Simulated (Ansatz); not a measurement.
in.yaml

```yaml
crystal:
  periodic: [false, false, false]
  atoms:
    - {symbol: Ga, position_ang: [0.028612, -0.117972, 1.366165]}
    - {symbol: O, position_ang: [-0.107410, 1.121342, -0.098619]}
    - {symbol: Ga, position_ang: [0.016833, -0.129327, -1.370478]}
    - {symbol: H, position_ang: [-1.438656, -0.692870, 1.863713]}
basis:
  gaussian: {orbitals: cc-pVDZ}
magnetization: {spin_polarized: false, initial_magnetization: 3}
correlation: {method: ccsd_t, electrons: outside_noble_gas}
```

```sh
$ ansatz run in.yaml --threads 1 --pin off --events-out ev --progress --plain --max-ram 2393MiB
```

Problem. Roughly how long does this take on 1 thread of Arm Neoverse V1, shared host, and how much host memory?

Solution. 42 s wall and 0.2 GiB.

```
817 factors; integrals over basis functions are off by at most 6.7e-4 eV
mean field evaluation 1: about -106712.8959 eV, gradient 3.8e1 eV
mean field evaluation 2: about -106712.9107 eV, gradient 3.8e1 eV
mean field evaluation 4: about -106717.3036 eV, gradient 5.0e0 eV
mean field evaluation 8: about -106717.6163 eV, gradient 3.5e-1 eV
mean field evaluation 16: about -106712.8954 eV, gradient 3.8e1 eV
mean field evaluation 32: about -106716.4141 eV, gradient 7.2e0 eV
mean field evaluation 64: about -106716.9149 eV, gradient 7.2e0 eV
mean field evaluation 96: about -106716.8844 eV, gradient 9.2e-1 eV
mean field evaluation 128: about -106715.5118 eV, gradient 1.4e0 eV
mean field evaluation 160: about -106716.8653 eV, gradient 8.3e-4 eV
...
mean field -106717.62012496 eV, -3921.8002037913 hartree, gradient 3.1e-6 eV, S^2 3.750000; 12 other end points of the search recorded, 0 dependent functions left out
...
determinant -106717.62012496 eV, -3921.8002037913 hartree, with singles and doubles -106725.71380597 eV, -3922.0976410823 hartree
determinant -106716.92015018 eV, -3921.7744801925 hartree, with singles and doubles -106724.28511538 eV, -3922.0451376715 hartree
determinant -106716.86534444 eV, -3921.7724661190 hartree, with singles and doubles -106724.80380231 eV, -3922.0641990648 hartree
determinant -106714.59067594 eV, -3921.6888735932 hartree, with singles and doubles -106722.93759416 eV, -3921.9956171801 hartree
determinant -106714.50639738 eV, -3921.6857764134 hartree, with singles and doubles -106722.97290798 eV, -3921.9969149392 hartree
29 core orbitals not correlated, not the lowest: weight in the atoms' cores, before any rotation towards them, 0.590 or more for the frozen orbitals, at most 0.534 for the correlated occupied ones
reference -106717.62012496 eV, -3921.8002037913 hartree; 8, 5 occupied and 36, 39 virtual orbitals, 817 factors
second order -7.66694072 eV of doubles, -0.07880924 eV of singles
...
cycle   2  -8.09695640 eV  change   -1.3e-4 eV  update   2.7e-3
cycle   3  -8.09829695 eV  change   -1.3e-3 eV  update   2.0e-3
cycle   4  -8.09891085 eV  change   -6.1e-4 eV  update   6.7e-4
cycle   5  -8.10019518 eV  change   -1.3e-3 eV  update   3.8e-4
cycle   6  -8.10031293 eV  change   -1.2e-4 eV  update   2.2e-4
cycle   7  -8.10048856 eV  change   -1.8e-4 eV  update   1.6e-4
cycle   8  -8.10029582 eV  change    1.9e-4 eV  update   9.1e-5
cycle   9  -8.10019096 eV  change    1.0e-4 eV  update   4.3e-5
cycle  10  -8.10023434 eV  change   -4.3e-5 eV  update   2.5e-5
cycle  11  -8.10024988 eV  change   -1.6e-5 eV  update   1.4e-5
perturbative correction -0.34121992 eV, -0.0125396009 hartree
Total energy: -106726.06159477 eV, -3922.1104220848 hartree
```
